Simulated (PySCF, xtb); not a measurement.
hydrogen cyanide (CHN), SMILES C#N.

GFN2-xTB (xtb) at its own geometry gives an orbital gap of 5.95 eV and a dipole moment of 2.62 D.

Coordinates come from a ωB97X-D3(BJ)/def2-TZVPD optimisation.

Question: What does PySCF with HF/def2-TZVPD give? (Estimate from the structure and the level; the computed values follow.)

Answer: gap 15.27 eV (levels -13.58 and 1.69 eV), dipole 3.29 D.
